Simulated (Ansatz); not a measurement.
# C3H7NO: the cost of one run

Computed with Ansatz 0.2.0 (the levels named in each step, unless a step's input says otherwise).

### Step 1. The starting structure

Bond lengths: C1–N2 1.443 Å, N2–C3 1.437 Å, N2–C4 1.343 Å, C4–O5 1.208 Å, C1–H6 1.091 Å, C1–H7 1.093 Å, C1–H8 1.088 Å, C3–H9 1.100 Å, C3–H10 1.087 Å, C3–H11 1.088 Å, C4–H12 1.106 Å. Angles (14 of 18 angles, heavy atoms first): C1–N2–C3 116.6°, C1–N2–C4 120.1°, C3–N2–C4 123.3°, N2–C4–O5 125.5°, N2–C1–H6 110.5°, N2–C1–H7 110.4°, N2–C1–H8 107.8°, N2–C3–H9 110.0°, N2–C3–H10 110.7°, N2–C3–H11 109.9°, N2–C4–H12 112.1°, O5–C4–H12 122.5°, H6–C1–H7 109.0°, H6–C1–H8 109.5°.

Coordinates:

```xyz
12

C    -0.6612   -1.2589   -0.4908
N     0.3025   -0.2927   -0.0213
C     1.6570   -0.7526    0.1210
C    -0.0822    0.9634    0.2565
O    -1.2067    1.3915    0.1510
H    -0.3797   -1.6304   -1.4777
H    -0.7251   -2.1022    0.2020
H    -1.6283   -0.7633   -0.5510
H     1.6999   -1.5794    0.8452
H     2.0445   -1.1088   -0.8303
H     2.2865    0.0563    0.4862
H     0.7615    1.5893    0.6040
```

### Step 2. A rough first relaxation, PBE-D4/def2-SVP

Input file input.yaml:

```yaml
crystal:
  periodic: [false, false, false]
  atoms:
    - { symbol: C, position_ang: [-0.66123, -1.25892, -0.49082] }
    - { symbol: "N", position_ang: [0.30255, -0.29268, -0.02132] }
    - { symbol: C, position_ang: [1.65696, -0.75259, 0.12099] }
    - { symbol: C, position_ang: [-0.08221, 0.96339, 0.25651] }
    - { symbol: O, position_ang: [-1.20675, 1.39145, 0.15102] }
    - { symbol: H, position_ang: [-0.37966, -1.63042, -1.47769] }
    - { symbol: H, position_ang: [-0.72509, -2.10224, 0.20197] }
    - { symbol: H, position_ang: [-1.62835, -0.76331, -0.55095] }
    - { symbol: H, position_ang: [1.69993, -1.57943, 0.84523] }
    - { symbol: H, position_ang: [2.04451, -1.10877, -0.83029] }
    - { symbol: H, position_ang: [2.28648, 0.05634, 0.48622] }
    - { symbol: H, position_ang: [0.76147, 1.58929, 0.60397] }
basis:
  gaussian: { orbitals: def2-SVP }
hamiltonian:
  xc: pbe
  dispersion: d4
relax:
  f_tol: 0.03
  max_steps: 200
```

Launch:

```bash
> ansatz run input.yaml --threads 8 --pin off --max-ram 22528MiB --backend cpu --events-out ev --progress --plain --runs-dir out
```

Q: Estimate wall time and peak memory on 8 threads of Intel Xeon 6975P-C (Granite Rapids), shared host.

About 1.7 s, with a peak of 0.17 GiB.
